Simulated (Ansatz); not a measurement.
# BH₃− (quartet): the correlation ladder, aug-cc-pVTZ

Aim: climb from Hartree-Fock through coupled cluster for BH₃− (quartet) at one geometry and basis, and see what each rung misses.

Method: aug-cc-pVTZ, correlated electrons: outside noble gas; program: Ansatz 0.2.0, Gaussian basis.

To be run: UHF; CCSD(T) on ROHF; CCSD(T) on UHF; BCCD(T) on ROHF; CCSDT(Q) on ROHF; CCSDT(Q) on UHF.

### Step 1. The system

The geometry is a PBE0/def2-TZVPD stationary point (not a proven minimum) of the parent state, kept for this charge and spin.

4 atoms, charge -1, spin multiplicity 4.

Atoms are counted from 1 here; the program's logs count them from 0.

Bond lengths: B1–H2 1.216 Å, B1–H3 1.216 Å, B1–H4 1.216 Å. Angles: H2–B1–H3 120.0°, H2–B1–H4 120.0°, H3–B1–H4 120.0°.

Geometry (Å):

```
B     0.00000    0.00000    0.00000
H     1.21577    0.01460    0.00323
H    -0.62052    1.04560   -0.00357
H    -0.59525   -1.06019    0.00033
```

In the tables R marks a restricted open-shell determinant and U an unrestricted one; correlation energies count from the lowest restricted Hartree-Fock solution.

### Step 2. UHF

Input file in.yaml:

```yaml
crystal:
  periodic: [false, false, false]
  atoms:
    - {symbol: B, position_ang: [0.000000, 0.000000, 0.000000]}
    - {symbol: H, position_ang: [1.215774, 0.014597, 0.003233]}
    - {symbol: H, position_ang: [-0.620523, 1.045595, -0.003567]}
    - {symbol: H, position_ang: [-0.595251, -1.060192, 0.000333]}
basis:
  gaussian: {orbitals: aug-cc-pVTZ}
total_charge: -1
magnetization: {spin_polarized: true, initial_magnetization: 3}
hamiltonian: {xc: hf}
output: {orbitals: {seedname: orbitals}}
```

On the command line:

```sh
> ansatz run in.yaml --threads 1 --pin off --events-out ev --progress --plain --max-ram 4096MiB --backend cpu
```

Further steps of the session: CCSD(T) on ROHF; CCSD(T) on UHF; BCCD(T) on ROHF; CCSDT(Q) on ROHF; CCSDT(Q) on UHF.

**Question.** What will the summary of the whole plan be? Wanted: correlation energy, UCCSDT(Q); RMP2 from UCCSDT(Q); UMP2 from UCCSDT(Q); RCCSD from UCCSDT(Q); RCCSD(T) from UCCSDT(Q); UCCSD(T) from UCCSDT(Q); RCCSDT(Q) from UCCSDT(Q); T1 diagnostic.

**Answer**, as computed:

| quantity | value |
| --- | --- |
| correlation energy, UCCSDT(Q) | -3.8894 eV |
| RMP2 from UCCSDT(Q) | +18.16 kcal/mol |
| UMP2 from UCCSDT(Q) | +19.28 kcal/mol |
| RCCSD from UCCSDT(Q) | +4.37 kcal/mol |
| RCCSD(T) from UCCSDT(Q) | +1.02 kcal/mol |
| UCCSD(T) from UCCSDT(Q) | +1.02 kcal/mol |
| RCCSDT(Q) from UCCSDT(Q) | +0.01 kcal/mol |
| levels of the table within 1 kcal/mol (43 meV) | RCCSDT, UCCSDT, RCCSDT(Q) |
| T1 diagnostic | 0.034 |

RCCSD(T) lands +1.02 kcal/mol from the yardstick (1.1 % of the correlation energy). Coupled cluster took another determinant than the lowest Hartree-Fock one. These misses are within one basis, not against nature; the frozen cores of restricted and unrestricted runs differ, which can shift their rows. The highest orbital lies above zero: the basis alone holds the extra electron.
